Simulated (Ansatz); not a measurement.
C$_{2}$H$_{7}$NS (`CNCS`), relaxed with RKS PBE-D4/def2-SVP in Ansatz from a rough embedded geometry. The force threshold is 0.03 eV/Å; the program also tests the step.

Charge 0, multiplicity 1.

Start:

```xyz
11

C    -0.461   -1.397    0.417
N     0.562   -0.551   -0.049
C     0.094    0.807   -0.069
S     1.336    1.910   -0.761
H    -0.114   -2.473    0.390
H    -1.364   -1.435   -0.252
H    -0.802   -1.211    1.446
H     0.830   -0.771   -0.957
H    -0.032    1.160    1.012
H    -0.809    0.938   -0.593
H     0.760    3.023   -0.583
```

(1) By how much does the energy fall, and how many steps does the optimiser take? (An estimate is asked.)

(2) Which bonds change most? (Best estimate.)

(3) Give the relaxed structure. (Best estimate.)

Results:

(1) The calculation gave: 0.55 eV, in 6 steps, 1 of them rejected.

(2) Computed: S4–H11 from 1.265 to 1.363 Å; C3–H10 from 1.052 to 1.122 Å; N2–H8 from 0.973 to 1.027 Å; C3–S4 from 1.800 to 1.847 Å.

(3) Ansatz gave: 
```xyz
11

C    -0.464   -1.474    0.404
N     0.505   -0.506   -0.075
C     0.076    0.865    0.026
S     1.508    1.948   -0.407
H    -0.061   -2.500    0.284
H    -1.464   -1.437   -0.105
H    -0.647   -1.318    1.489
H     0.796   -0.710   -1.039
H    -0.237    1.059    1.075
H    -0.787    1.156   -0.630
H     0.775    2.918   -1.022
```
